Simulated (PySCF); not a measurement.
Species: C5H9 (charge +1).
Bonds: C1–C2 (double), C2–C3, C3–C4, C4–C5. Hydrogens: H6, H7 on C1; H8 on C2; H9 on C3; H10, H11 on C4; H12, H13, H14 on C5.

Computed, not measured: PBE0-D3(BJ)/def2-SVP geometry optimisation, gas phase in PySCF 2.14.0.

Problem. List the bond lengths, angles and torsions at this level.

Solution. 
```csv
bond,length (pm)
C1=C2,136.7
C2–C3,140.3
C3–C4,144.7
C4–C5,151.3
C1–H6,109.5
C1–H7,109.6
C2–H8,109.3
C3–H9,110.0
"C4–H10, C4–H11",111.6
"C5–H12, C5–H13, C5–H14",109.9
```

Bonds in one row agree within 1 pm and their mean is given. A selection of angles:
```csv
angle,degrees
C2–C1–H6,121.2
C2–C1–H7,121.5
H6–C1–H7,117.2
C1–C2–C3,119.4
C1–C2–H8,120.6
C3–C2–H8,120.0
C2–C3–C4,126.5
C2–C3–H9,117.1
C4–C3–H9,116.5
C3–C4–C5,119.8
C3–C4–H10,105.2
C5–C4–H10,113.2
H10–C4–H11,98.7
C4–C5–H12,109.9
C4–C5–H13,111.7
H12–C5–H13,107.4
H13–C5–H14,108.7
```

Torsions: C1–C2–C3–C4 180° (antiperiplanar); C2–C3–C4–C5 -1° (synperiplanar).

C1 (carbon bonded to C and 2 H) is planar (angles 121.5°, 121.2° and 117.2°, sum 360.0°, 0.00 Å off the plane of its three neighbours). C3 (carbon bonded to 2 C and H) is planar (angles 126.5°, 117.1° and 116.5°, sum 360.0°, 0.00 Å off the plane of its three neighbours). C2 (carbon bonded to 2 C and H) is planar (angles 120.6°, 120.0° and 119.4°, sum 360.0°, 0.00 Å off the plane of its three neighbours). The C–C distances run from 1.367 Å (C1=C2, drawn double in one of several resonance forms) to 1.513 Å (C4–C5, drawn single), a spread of 0.146 Å. The 5 heavy atoms lie in one plane (0.003 Å rms). Of the pairs four or more bonds apart, C5···H8 is among the closest relative to their van der Waals radii: 2.72 Å, 94 % of the sum of Bondi's values.

Point group: Cs (tolerance 0.08 Å). Stationary, but not proved a minimum.

One conformer stands for the species.
